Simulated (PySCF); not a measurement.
**Oxygen: a sound run and one with changed settings**

Sound run: O [He] 2s2 2p4, O⁺ [He] 2s2 2p3. Calculation: PySCF 2.14, in def2-SVP (3s2p1d, 14 functions); no relativity, point nucleus. In the sound run the correlated levels freeze 1s2. The sound run starts from symmetry-adapted Hartree-Fock orbitals and uses a fine grid where one is needed.

A second run was set up differently.

| species | method | sound run (hartree) | changed run (hartree) | converged |
| --- | --- | --- | --- | --- |
| O | UHF | -74.72010 | -73.80415 | yes |
| O | M06-L | -74.99369 | -74.03873 | yes |
| O | TPSS | -75.01076 | -74.05761 | yes |
| O | MP2 | -74.82140 | -73.80415 | yes |
| O⁺ | UHF | -74.27607 | -73.44358 | yes |
| O⁺ | M06-L | -74.48301 | -73.61728 | yes |
| O⁺ | TPSS | -74.49977 | -73.63352 | yes |
| O⁺ | MP2 | -74.34500 | -73.44358 | yes |

Ionisation energy of O:

```csv
method,sound run (eV),changed run (eV)
UHF,12.083,9.812
M06-L,13.896,11.468
TPSS,13.905,11.540
MP2,12.963,9.812
SCS-MP2,12.985,9.812
```

(1) What was changed?
A. basis contracted for another Hamiltonian
B. level shift left on
C. minimal basis
D. all electrons correlated in a valence basis

## Answers

(1) C. It used basis STO-3G. A minimal basis cannot let orbitals breathe on ionisation and holds almost no correlation.
